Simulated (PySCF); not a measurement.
# Heteronuclear NMR

Geometry:
```tsv
atom	x (Å)	y (Å)	z (Å)
N1	2.366	-0.640	-0.363
C2	1.352	-0.140	-0.158
C3	0.066	0.534	0.111
N4	-0.989	-0.297	0.017
O5	0.024	1.707	0.380
H6	-1.910	0.075	0.181
H7	-0.875	-1.267	-0.218
```

Calculated, not measured (PySCF 2.14): structure optimised with PBE0-D3(BJ)/def2-TZVP, σ from GIAO-B97-2/pcSseg-2. Gas phase, no relativistic terms, one conformer.

(1) Where does ¹⁵N resonate?

(2) Predict the ¹⁷O NMR data.

Answers

(1) 
```csv
atoms,environment,σ (ppm),δ (ppm)
N1,nitrile nitrogen,-31.9,-120.3
N4,amide-type nitrogen,142.9,-281.3
```

Shieldings were converted by a linear fit to measured shifts: ¹⁵N: δ = -149.73 − 0.920σ (rms 6.4 ppm, 44 shifts vs CH3NO2, solution or neat liquid). Occasional misses reach two or three times the rms, and more in compound classes unlike the fitted ones.

On a 400 MHz spectrometer ¹⁵N resonates near 40.5 MHz, so 1 ppm is 40.5 Hz.

(2) 
```csv
atoms,environment,σ (ppm),δ (ppm)
O5,carbonyl oxygen of an acyl cyanide,-97.6,366.5
```

Shieldings were converted by a linear fit to measured shifts: ¹⁷O: δ = 274.03 − 0.947σ (rms 12.2 ppm, 99 shifts vs liquid water, solution or neat liquid). Occasional misses reach two or three times the rms, and more in compound classes unlike the fitted ones.

On a 300 MHz spectrometer ¹⁷O resonates near 40.7 MHz, so 1 ppm is 40.7 Hz.

Hydrogen bonding in solution shields acid and N–H amide carbonyl oxygens by tens of ppm.
